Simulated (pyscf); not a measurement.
Optimised with ωB97X-D3(BJ)/def2-SVP in PySCF.

SMILES: [OH][GeH]([OH])[OH]
```xyz
8

O     -0.2443    -0.2575     1.1660
Ge    -0.6638     0.5165    -0.3685
O      0.2973    -0.2494    -1.6418
O     -2.3644     0.1696    -0.7082
H     -0.9742    -0.7886     1.5075
H     -0.4113     2.0157    -0.3058
H      0.8699    -0.9408    -1.2875
H     -2.4604    -0.4144    -1.4706
```
Charge 0, spin multiplicity 1.

How much does it cost (ΔH, 298 K, ωB97M-D3(BJ)/def2-TZVP) to split HO–GeH(OH)–OH (SMILES [OH][GeH]([OH])[OH]) at its Ge–H bond into HO–Ge•(OH)–OH + H•?

Ge–H to HO–Ge•(OH)–OH + H•: 3.63 eV. The 7 functionals that were run give +3.32 (PBE) to +3.69 eV (ωB97X-D3(BJ)). Other isomers of HO–Ge•(OH)–OH were not searched in full and may lie lower. Elements up to Kr have no core potential and no relativistic terms here.
